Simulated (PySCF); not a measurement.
# singlet [CF3]+ at 6 levels

Wanted: a comparison of 6 runs (B3LYP/STO-6G, PBE/STO-6G, SVWN5/STO-6G, r2SCAN/STO-6G, QCISD(T)/STO-6G, CCSD(T)/STO-6G) of singlet [CF3]+. 

Program for the calculation: PySCF 2.14.0.

3 further runs of the same task are left out: 3 set aside as unsound or not needed.

## 1. The system as given

[CF3]+ has 4 atoms, charge +1, and is taken as a singlet. As SMILES of the parent species, `F[C](F)F`. The shape is that of a PBE0-D4/def2-TZVP optimisation. That shape belongs to the parent species and isn't relaxed for this state.

Bond lengths: F1–C2 1.313 Å, C2–F3 1.313 Å, C2–F4 1.313 Å. Angles: F1–C2–F3 111.4°, F1–C2–F4 111.4°, F3–C2–F4 111.4°.

## 2. The energy at B3LYP/STO-6G (run 1)

run.py reads:

```python
from pyscf import gto, dft

mol = gto.M(
    atom='F -1.227500 0.024900 0.265400; C -0.039500 -0.059500 -0.286700; F 0.658900 -1.044900 0.227300; F 0.608100 1.079500 -0.205900',
    spin=0,
    basis='sto-6g',
    max_memory=1860,
    charge=1,
    verbose=4,
)

mf = dft.RKS(mol, xc='b3lyp')
mf.grids.level = 5
mf.conv_tol = 1e-10
mf.kernel()
if not mf.converged:
    mf = mf.newton().run(mf.mo_coeff, mf.mo_occ)

etot = mf.e_tot
print(f'total energy: {etot:.8f} hartree')
```

On the command line:

```bash
$ OMP_NUM_THREADS=1 python run.py
```

The log of the run:

```text
PySCF version 2.14.0

[... 70 lines left out ...]
converged SCF energy = -335.620878670035
total energy: -335.62087867 hartree
```

Wall time 3.9 s (1 thread of Arm Neoverse V1, shared host); peak memory 0.2 GiB.

## 3. The energy at PBE/STO-6G (run 2)

input.py reads:

```python
from pyscf import gto, dft

mol = gto.M(
    atom=[
    ('F', (-1.227500, 0.024900, 0.265400)),
    ('C', (-0.039500, -0.059500, -0.286700)),
    ('F', (0.658900, -1.044900, 0.227300)),
    ('F', (0.608100, 1.079500, -0.205900)),
],
    charge=1,
    verbose=4,
    basis='sto-6g',
    max_memory=1860,
)

mf = dft.RKS(mol, xc='pbe')
mf.conv_tol = 1e-10
mf.grids.level = 5
mf.kernel()
if not mf.converged:
    mf = mf.newton().run(mf.mo_coeff, mf.mo_occ)

e_tot = mf.e_tot
print('E(%s) = %.9f' % ('PBE', e_tot))
```

On the command line:

```bash
$ OMP_NUM_THREADS=1 python input.py
```

The log of the run:

```text
PySCF version 2.14.0

[... 75 lines left out ...]
converged SCF energy = -335.340167965922
E(PBE) = -335.340167966
```

It took 3.9 s on 1 thread of Arm Neoverse V1, shared host; peak memory 0.2 GiB.

Runs 3 to 4 aren't shown in full; the table further down has their settings and results.

## 4. The energy at QCISD(T)/STO-6G (run 5)

job.py reads:

```python
from pyscf import gto, cc

mol = gto.Mole()
mol.atom = '''
F     -2.319639     0.047054     0.501533
C     -0.074644    -0.112439    -0.541784
F      1.245141    -1.974575     0.429535
F      1.149142     2.039959    -0.389095
'''
mol.max_memory = 1860
mol.charge = 1
mol.verbose = 4
mol.spin = 0
mol.basis = 'sto-6g'
mol.unit = 'bohr'
mol.build()

mf = mol.RHF()
mf.conv_tol = 1e-10
mf.kernel()
if not mf.converged:
    mf = mf.newton().run(mf.mo_coeff, mf.mo_occ)

mycc = cc.QCISD(mf, frozen=4)
mycc.kernel()
e_t = mycc.qcisd_t()
etot = mycc.e_tot + e_t
print('Final energy', etot)
```

On the command line:

```bash
$ OMP_NUM_THREADS=1 python job.py
```

The log of the run:

```text
PySCF version 2.14.0

[... 56 lines left out ...]
converged SCF energy = -334.30828408341
[... 11 lines left out ...]
Init t2, MP2 energy = -334.465245844056  E_corr(MP2) -0.156961760645261
[... 10 lines left out ...]
QCISD converged
[... 2 lines left out ...]
Final energy -334.5053941820801
```

It took 1.1 s on 1 thread of Arm Neoverse V1, shared host; peak memory 0.12 GiB.

## 5. The energy at CCSD(T)/STO-6G (run 6)

geometry.xyz reads:

```xyz
4

F     -1.227500     0.024900     0.265400
C     -0.039500    -0.059500    -0.286700
F      0.658900    -1.044900     0.227300
F      0.608100     1.079500    -0.205900
```

run.py reads:

```python
from pyscf import gto, scf, cc

molecule = gto.M(
    atom='geometry.xyz',
    charge=1,
    basis='sto-6g',
    verbose=3,
    max_memory=1860,
)

hf = scf.RHF(molecule)
hf.conv_tol = 1e-10
hf.kernel()
if not hf.converged:
    hf = hf.newton().run(hf.mo_coeff, hf.mo_occ)

mycc = cc.CCSD(hf, frozen=4)
mycc.kernel()
e_t = mycc.ccsd_t()
e_final = mycc.e_tot + e_t
print('E = %.10f Eh' % e_final)
```

On the command line:

```bash
$ OMP_NUM_THREADS=1 python run.py
```

The log of the run:

```text
converged SCF energy = -334.308283991503
E(CCSD) = -334.487588556552  E_corr = -0.1793045650485621
CCSD(T) correction = -0.0150445143138299
E = -334.5026330709 Eh
```

It took 1 s on 1 thread of Arm Neoverse V1, shared host; peak memory 0.1 GiB.

## 6. The series

```tsv
run	level	integration grid	frozen core orbitals	energy (Eh)	HOMO energy (eV)	LUMO energy (eV)	HOMO–LUMO gap (eV)	wall time
1	B3LYP/STO-6G	5	–	-335.620879	-18.15	-11.88	6.27	3.9 s
2	PBE/STO-6G	5	–	-335.340168	-16.03	-12.37	3.66	3.9 s
3	SVWN5/STO-6G	5	–	-333.363690	-16.00	-12.37	3.62	2.8 s
4	r2SCAN/STO-6G	5	–	-335.576350	-16.79	-12.62	4.16	5.1 s
5	QCISD(T)/STO-6G	–	4	-334.505394	-24.79	-7.73	17.06	1.1 s
6	CCSD(T)/STO-6G	–	4	-334.502633	-24.79	-7.73	17.06	1 s
```

## 7. Summary of results

| quantity | value |
| --- | --- |
| run 6: total energy | -334.50263 Eh |
| run 6: HOMO energy (Hartree–Fock orbitals) | -24.79 eV |
| run 6: LUMO energy (Hartree–Fock orbitals) | -7.73 eV |
| run 6: HOMO–LUMO gap (Hartree–Fock orbitals) | 17.06 eV |
| run 6: correlation energy (4 core orbitals frozen) | -194.3 mEh |
| run 6: (T) correction | -15.04 mEh |
| run 6: T1 diagnostic | 0.022 |

What this shows: Over runs 1, 2, 3, 4 the HOMO–LUMO gap runs from 3.62 eV (SVWN5/STO-6G) to 6.27 eV (B3LYP/STO-6G). Totals of different functionals can't be ranked against each other. In runs 1, 2, 3, 4, 5, 6 the basis is minimal, so the values are rough. All runs together took 18 s, the longest 5.1 s.
